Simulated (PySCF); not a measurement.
Compound: C₃H₂Cl₂.
Bonds: C1–C2 (triple), C2–C3, C3–Cl4, C3–Cl5. Hydrogens: H6 on C1; H7 on C3.

Method: PBE0-D3(BJ)/def2-SVP geometry optimisation, gas phase (PySCF 2.14.0); density fitting, grid level 1; the optimiser is geomeTRIC in internal coordinates, started from a GFN2-xTB structure with every atom displaced at random (about 0.01 Å).

Step 0: E = -28164.2356 eV
```
atom  x, y, z in Å  |  force x, y, z in eV/Å
C1      1.7739    0.1180    0.2276   -3.805  -0.125   0.119
C2      0.5517    0.0619    0.2451    1.630   0.126  -0.079
C3     -0.8939   -0.0414    0.2025    0.664   0.034  -0.392
Cl4    -1.3216   -1.6898   -0.2841   -0.303  -0.310   0.051
Cl5    -1.5500    1.1459   -0.9582   -0.129   0.081   0.126
H6      2.7951    0.2197    0.2318    2.260   0.143   0.002
H7     -1.3218    0.1570    1.1847   -0.317   0.050   0.173
```

Step 1: E = -28164.2930 eV
```
atom  x, y, z in Å  |  force x, y, z in eV/Å
C1      1.7614    0.1926    0.2770    0.839  -0.268  -0.255
C2      0.5805   -0.0235    0.1568   -0.495   0.255   0.178
C3     -0.8659   -0.0816    0.1571   -0.112   0.011   0.170
Cl4    -1.4798   -1.7064   -0.2509    0.068   0.012  -0.038
Cl5    -1.5485    1.1623   -0.9270   -0.012  -0.028  -0.057
H6      2.8419    0.2776    0.2756   -0.340   0.073   0.113
H7     -1.2562    0.1501    1.1607    0.052  -0.056  -0.112
```

Step 2: E = -28164.3111 eV
```
atom  x, y, z in Å  |  force x, y, z in eV/Å
C1      1.7680    0.1790    0.2657   -0.077  -0.295  -0.223
C2      0.5745   -0.0030    0.1660    0.110   0.332   0.220
C3     -0.8718   -0.0679    0.1677    0.023  -0.064  -0.073
Cl4    -1.4455   -1.7018   -0.2581   -0.008  -0.052  -0.003
Cl5    -1.5633    1.1560   -0.9344   -0.003   0.003   0.016
H6      2.8410    0.2583    0.2753   -0.034   0.068   0.074
H7     -1.2694    0.1507    1.1671   -0.012   0.007  -0.010
```

Step 3: E = -28164.3249 eV
```
atom  x, y, z in Å  |  force x, y, z in eV/Å
C1      1.7727    0.1577    0.2483   -0.342  -0.145  -0.090
C2      0.5702    0.0322    0.1802    0.146   0.185   0.118
C3     -0.8753   -0.0538    0.1733    0.085  -0.091  -0.151
Cl4    -1.4027   -1.7037   -0.2617   -0.032  -0.014   0.015
Cl5    -1.5847    1.1533   -0.9359    0.011   0.001   0.031
H6      2.8404    0.2323    0.2781    0.173   0.043   0.024
H7     -1.2871    0.1532    1.1671   -0.040   0.020   0.054
```

Question: Estimate the geometry and energy of step 4. (The exact step hangs on the optimiser's Hessian estimate; all steps are aligned on step 3, rigid shifts and turns removed.)

Answer: E = -28164.3285 eV, largest force 0.135 eV/Å
```
atom  x, y, z in Å  |  force x, y, z in eV/Å
C1      1.7734    0.1467    0.2396   -0.133  -0.027  -0.007
C2      0.5684    0.0515    0.1904    0.051   0.039   0.032
C3     -0.8754   -0.0499    0.1741    0.029  -0.052  -0.059
Cl4    -1.3874   -1.7055   -0.2622   -0.011   0.012   0.010
Cl5    -1.5905    1.1522   -0.9353    0.004   0.009   0.004
H6      2.8431    0.2231    0.2773    0.074   0.012  -0.003
H7     -1.2981    0.1531    1.1655   -0.013   0.006   0.023
```

The energy changes by -0.0036 eV. The first-order estimate −F·Δx gives -0.0060 eV and the mean of the old and new forces, exact on a quadratic surface, -0.0035 eV. The step makes an angle of 71° with the force vector and moves no atom by more than 0.022 Å.

The cost below is that of the whole optimisation. On an Arm Neoverse V2 with one thread, shared host, this took 11 s of wall time and 0.36 GiB of memory at its peak.
